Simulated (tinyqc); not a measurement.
Inside a calculation. Method: UHF in the sto-3g basis, for LiH+, spin multiplicity 2. One step of it, computed by the program tinyqc.

Question. Iteration 1: building the Fock matrix. J_ij = sum D_kl (ij|kl) with D = D(alpha) + D(beta), K_ij = sum D_kl (ik|jl) for each spin; F = H + J - K(s); E = tr D H + tr D J / 2 - 0.5 sum_s tr D(s) K(s) + E_nn.

D(alpha) at the start:
```
            1Li 1s     1Li 2s   1Li 2px   1Li 2py    1Li 2pz      2H 1s
1Li 1s    1.041700  -0.163451  0.000000  0.000000  -0.097229  -0.025380
1Li 2s   -0.163451   0.634046  0.000000  0.000000   0.444725   0.127112
1Li 2px   0.000000   0.000000  0.000000  0.000000   0.000000   0.000000
1Li 2py   0.000000   0.000000  0.000000  0.000000   0.000000   0.000000
1Li 2pz  -0.097229   0.444725  0.000000  0.000000   0.312237   0.089286
2H 1s    -0.025380   0.127112  0.000000  0.000000   0.089286   0.025538
```

D(beta) at the start:
```
            1Li 1s     1Li 2s   1Li 2px   1Li 2py    1Li 2pz      2H 1s
1Li 1s    1.011123  -0.024277  0.000000  0.000000   0.000481   0.002560
1Li 2s   -0.024277   0.000583  0.000000  0.000000  -0.000012  -0.000061
1Li 2px   0.000000   0.000000  0.000000  0.000000   0.000000   0.000000
1Li 2py   0.000000   0.000000  0.000000  0.000000   0.000000   0.000000
1Li 2pz   0.000481  -0.000012  0.000000  0.000000   0.000000   0.000001
2H 1s     0.002560  -0.000061  0.000000  0.000000   0.000001   0.000006
```

core Hamiltonian H = T + V (hartree):
```
            1Li 1s     1Li 2s    1Li 2px    1Li 2py    1Li 2pz      2H 1s
1Li 1s   -4.582194  -1.027044   0.000000   0.000000  -0.004566  -0.008539
1Li 2s   -1.027044  -1.279727   0.000000   0.000000  -0.053800  -0.160475
1Li 2px   0.000000   0.000000  -1.040948   0.000000   0.000000   0.000000
1Li 2py   0.000000   0.000000   0.000000  -1.040948   0.000000   0.000000
1Li 2pz  -0.004566  -0.053800   0.000000   0.000000  -1.075305  -0.243521
2H 1s    -0.008539  -0.160475   0.000000   0.000000  -0.243521  -0.994878
```

Two-electron integrals (ij|kl) in chemists' order, unique and non-zero (hartree):
```
(11|11) 1.680395   (21|11) 0.265420   (21|21) 0.049941   (22|11) 0.397727
(22|21) 0.092860   (22|22) 0.290562   (31|31) 0.008981   (32|31) 0.013788
(32|32) 0.064184   (33|11) 0.396640   (33|21) 0.092880   (33|22) 0.290497
(33|33) 0.312946   (41|41) 0.008981   (42|41) 0.013788   (42|42) 0.064184
(43|43) 0.016869   (44|11) 0.396640   (44|21) 0.092880   (44|22) 0.290497
(44|33) 0.279207   (44|44) 0.312946   (51|51) 0.008981   (52|51) 0.013788
(52|52) 0.064184   (53|53) 0.016869   (54|54) 0.016869   (55|11) 0.396640
(55|21) 0.092880   (55|22) 0.290497   (55|33) 0.279207   (55|44) 0.279207
(55|55) 0.312946   (61|11) 0.001819   (61|21) 0.000358   (61|22) 0.000724
(61|33) 0.000710   (61|44) 0.000710   (61|51) 0.000061   (61|52) 0.000129
(61|55) 0.000754   (61|61) 3.14e-06   (62|11) 0.027500   (62|21) 0.006610
(62|22) 0.025601   (62|33) 0.024072   (62|44) 0.024072   (62|51) 0.000870
(62|52) 0.007979   (62|55) 0.028625   (62|61) 0.000064   (62|62) 0.006509
(63|31) 0.000199   (63|32) 0.001455   (63|53) 0.000787   (63|63) 0.000203
(64|41) 0.000199   (64|42) 0.001455   (64|54) 0.000787   (64|64) 0.000203
(65|11) 0.041848   (65|21) 0.010072   (65|22) 0.039348   (65|33) 0.036859
(65|44) 0.036859   (65|51) 0.001351   (65|52) 0.012532   (65|55) 0.044276
(65|61) 0.000098   (65|62) 0.010361   (65|65) 0.016512   (66|11) 0.176099
(66|21) 0.042463   (66|22) 0.174301   (66|33) 0.163331   (66|44) 0.163331
(66|51) 0.004565   (66|52) 0.052696   (66|55) 0.195898   (66|61) 0.000398
(66|62) 0.062213   (66|65) 0.100123   (66|66) 0.774606
```

nuclear repulsion = 0.52829672 hartree

Give: Coulomb J; exchange K(alpha); exchange K(beta); F(alpha); F(beta); total energy of this density.

Answer.

Coulomb J (hartree):
```
         1Li 1s  1Li 2s  1Li 2px  1Li 2py  1Li 2pz   2H 1s
1Li 1s   3.7450  0.6186   0.0000   0.0000   0.0111  0.0044
1Li 2s   0.6186  1.0747   0.0000   0.0000   0.0600  0.0912
1Li 2px  0.0000  0.0000   1.0677   0.0000   0.0000  0.0000
1Li 2py  0.0000  0.0000   0.0000   1.0677   0.0000  0.0000
1Li 2pz  0.0111  0.0600   0.0000   0.0000   1.0816  0.1399
2H 1s    0.0044  0.0912   0.0000   0.0000   0.1399  0.6168
```

exchange K(alpha) (hartree):
```
         1Li 1s  1Li 2s  1Li 2px  1Li 2py  1Li 2pz   2H 1s
1Li 1s   1.6982  0.2668   0.0000   0.0000   0.0084  0.0041
1Li 2s   0.2668  0.2337   0.0000   0.0000   0.1570  0.0685
1Li 2px  0.0000  0.0000   0.0513   0.0000   0.0000  0.0000
1Li 2py  0.0000  0.0000   0.0000   0.0513   0.0000  0.0000
1Li 2pz  0.0084  0.1570   0.0000   0.0000   0.1547  0.0663
2H 1s    0.0041  0.0685   0.0000   0.0000   0.0663  0.0719
```

exchange K(beta) (hartree):
```
         1Li 1s  1Li 2s  1Li 2px  1Li 2py  1Li 2pz   2H 1s
1Li 1s   1.6862  0.2576   0.0000   0.0000   0.0003  0.0016
1Li 2s   0.2576  0.0462   0.0000   0.0000   0.0001  0.0003
1Li 2px  0.0000  0.0000   0.0085   0.0000   0.0000  0.0000
1Li 2py  0.0000  0.0000   0.0000   0.0085   0.0000  0.0000
1Li 2pz  0.0003  0.0001   0.0000   0.0000   0.0085  0.0001
2H 1s    0.0016  0.0003   0.0000   0.0000   0.0001  0.0000
```

F(alpha) (hartree):
```
          1Li 1s   1Li 2s  1Li 2px  1Li 2py  1Li 2pz    2H 1s
1Li 1s   -2.5353  -0.6753   0.0000   0.0000  -0.0019  -0.0082
1Li 2s   -0.6753  -0.4388   0.0000   0.0000  -0.1508  -0.1378
1Li 2px   0.0000   0.0000  -0.0245   0.0000   0.0000   0.0000
1Li 2py   0.0000   0.0000   0.0000  -0.0245   0.0000   0.0000
1Li 2pz  -0.0019  -0.1508   0.0000   0.0000  -0.1484  -0.1699
2H 1s    -0.0082  -0.1378   0.0000   0.0000  -0.1699  -0.4500
```

F(beta) (hartree):
```
          1Li 1s   1Li 2s  1Li 2px  1Li 2py  1Li 2pz    2H 1s
1Li 1s   -2.5234  -0.6661   0.0000   0.0000   0.0062  -0.0057
1Li 2s   -0.6661  -0.2513   0.0000   0.0000   0.0062  -0.0696
1Li 2px   0.0000   0.0000   0.0183   0.0000   0.0000   0.0000
1Li 2py   0.0000   0.0000   0.0000   0.0183   0.0000   0.0000
1Li 2pz   0.0062   0.0062   0.0000   0.0000  -0.0022  -0.1036
2H 1s    -0.0057  -0.0696   0.0000   0.0000  -0.1036  -0.3781
```

total energy of this density = -7.371386 hartree
